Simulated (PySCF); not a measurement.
Gas-phase XPS of difluoromethyl isocyanide, computed

Species: difluoromethyl isocyanide, C2HF2N.
Cartesian coordinates in Å at the GFN2-xTB level; atoms count from 1:
```
atom  x, y, z in Å
C1     2.122   -0.028   -0.066
N2     0.960   -0.016   -0.001
C3    -0.434    0.000    0.061
F4    -0.912    1.152   -0.445
F5    -0.948   -1.001   -0.675
H6    -0.785   -0.105    1.104
```

Computed, not measured: PySCF, delta-SCF UKS SCAN, pcX-2 on the ionised atom, pcseg-1 elsewhere, spin-free X2C. Vertical ΔSCF values, vacuum level as zero.

Question: Give the core binding energies atom by atom.

Answer: 
| atom(s) | bonded to | level | binding energy (eV) | above the level's lowest (eV) | count |
| --- | --- | --- | --- | --- | --- |
| C1 | N (triple bond) | C 1s | 293.75 | 0.00 | 1 |
| N2 | C (triple bond) and C | N 1s | 407.61 | 0.00 | 1 |
| C3 | 2 F, N and H | C 1s | 298.49 | +4.74 | 1 |
| F4/F5 | C | F 1s | 694.37 | 0.00 | 2 |

The listed C 1s values span 4.74 eV, from C1 (bonded to N (triple bond)) to C3 (bonded to 2 F, N and H).

Question: Which effective nuclear charge Zeff reproduces each element's mean 1s value in the hydrogen-like formula E = 13.606 eV × Zeff²?

Answer: C (Z = 6): mean 296.1 eV, Zeff = 4.67, Z − Zeff = 1.33; N (Z = 7): mean 407.6 eV, Zeff = 5.47, Z − Zeff = 1.53; F (Z = 9): mean 694.4 eV, Zeff = 7.14, Z − Zeff = 1.86. Means run over the listed sites, weighted by atom count.

The first atom of each set that the bonding makes equivalent was ionised and stands for the set. The unrestricted hole states depart most from a pure doublet (⟨S²⟩ = 0.75; over 0.85 named) for C 1s of C1 (0.86), which makes this value less certain. Isolated species at its GFN2-xTB geometry, gas phase.

Hardware: one thread, x86-64 server, no GPU, on a shared host. Cost: 17 s of wall time.
